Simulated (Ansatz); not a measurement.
# BSiH6 (doublet): from Hartree-Fock to the top rungs at distance B1–H4 along a hydrogen transfer = 1.194 Å, cc-pVDZ

Aim: climb from Hartree-Fock through coupled cluster and multireference methods for BSiH6 (doublet) at one geometry and basis, and see what each rung misses.

Method: cc-pVDZ, core rule «outside noble gas», up to 6 orbitals frozen; program: Ansatz 0.2.0, Gaussian basis.

Plan: UHF; CCSD(T) on ROHF; CCSD(T) on UHF; BCCD(T) on ROHF; CISD; CCSDT(Q) on ROHF; CCSDT(Q) on UHF; CASSCF and MRCISD+Q, 3 electrons in 3 orbitals; CASSCF and NEVPT2, 3 electrons in 3 orbitals; CASSCF and MRCISD+Q, 9 electrons in 9 orbitals; CASSCF and NEVPT2, 9 electrons in 9 orbitals.

## 1. The geometry

The geometry derives from fragments relaxed apart (PBE0/def2-TZVP) and kept rigid, so it is no stationary point. A hydrogen atom is moved between rigid fragments.

8 atoms, charge 0, spin multiplicity 2.

Atoms are counted from 1 here; the program's logs count them from 0.

Bond lengths: B1–H2 1.193 Å, B1–H3 1.193 Å, B1–H4 1.193 Å, Si5–H6 1.486 Å, Si5–H7 1.486 Å, Si5–H8 1.486 Å. Angles: H2–B1–H3 120.0°, H2–B1–H4 120.0°, H3–B1–H4 120.0°, H6–Si5–H7 111.3°, H6–Si5–H8 111.3°, H7–Si5–H8 111.3°.

## 2. UHF

in.yaml reads:

```yaml
crystal:
  periodic: [false, false, false]
  atoms:
    - {symbol: B, position_ang: [-2.394752, 0.000000, 0.000001]}
    - {symbol: H, position_ang: [-2.991485, 1.033572, 0.000000]}
    - {symbol: H, position_ang: [-2.991486, -1.033571, 0.000001]}
    - {symbol: H, position_ang: [-1.201287, 0.000000, 0.000000]}
    - {symbol: Si, position_ang: [1.021248, 0.000000, 0.000000]}
    - {symbol: H, position_ang: [1.471220, -1.416253, 0.000000]}
    - {symbol: H, position_ang: [1.471222, 0.708126, -1.226512]}
    - {symbol: H, position_ang: [1.471223, 0.708127, 1.226511]}
basis:
  gaussian: {orbitals: cc-pVDZ}
magnetization: {spin_polarized: true, initial_magnetization: 1}
hamiltonian: {xc: hf}
output: {orbitals: {seedname: orbitals}}
```

Run with:

```bash
$ ansatz run in.yaml --threads 1 --pin off --events-out ev --progress --plain --max-ram 3968MiB --backend cpu
```

The runs that follow: CCSD(T) on ROHF; CCSD(T) on UHF; BCCD(T) on ROHF; CISD; CCSDT(Q) on ROHF; CCSDT(Q) on UHF; CASSCF and MRCISD+Q, 3 electrons in 3 orbitals; CASSCF and NEVPT2, 3 electrons in 3 orbitals; CASSCF and MRCISD+Q, 9 electrons in 9 orbitals; CASSCF and NEVPT2, 9 electrons in 9 orbitals.

Before running them: what should the planned runs give, taken together? Wanted: UCCSDT(Q) below the RHF energy; RMP2 from UCCSDT(Q); UMP2 from UCCSDT(Q); RCCSD from UCCSDT(Q); RCCSD(T) from UCCSDT(Q); UCCSD(T) from UCCSDT(Q); RCCSDT(Q) from UCCSDT(Q); NEVPT2 pair from UCCSDT(Q); MRCISD+Q pair from UCCSDT(Q).

**Answer**, as computed:

```
                         quantity                                                                  value
   UCCSDT(Q) below the RHF energy                                                             -6.8251 eV
              RMP2 from UCCSDT(Q)                                                            +1534.0 meV
              UMP2 from UCCSDT(Q)                                                            +1530.8 meV
             RCCSD from UCCSDT(Q)                                                             +149.6 meV
          RCCSD(T) from UCCSDT(Q)                                                              +31.8 meV
          UCCSD(T) from UCCSDT(Q)                                                              +31.7 meV
         RCCSDT(Q) from UCCSDT(Q)                                                               +0.3 meV
       NEVPT2 pair from UCCSDT(Q)                                                            +1547.8 meV
     MRCISD+Q pair from UCCSDT(Q)                                                              +34.7 meV
   NEVPT2 frontier from UCCSDT(Q)                                                            +1468.1 meV
levels within 1 kcal/mol (43 meV)  RCCSD(T), UCCSD(T), BCCD(T), RCCSDT, UCCSDT, RCCSDT(Q), MRCISD+Q pair
                    T1 diagnostic                                                                  0.015
```

In words: RCCSD(T) lands +31.8 meV from the yardstick (0.5 % of the correlation energy). Of the multireference levels listed MRCISD+Q pair comes nearest in total energy (+34.7 meV), which doesn't show that its space is the better one. These misses are within one basis, not against nature; the frozen cores of restricted and unrestricted runs differ, which can shift their rows.
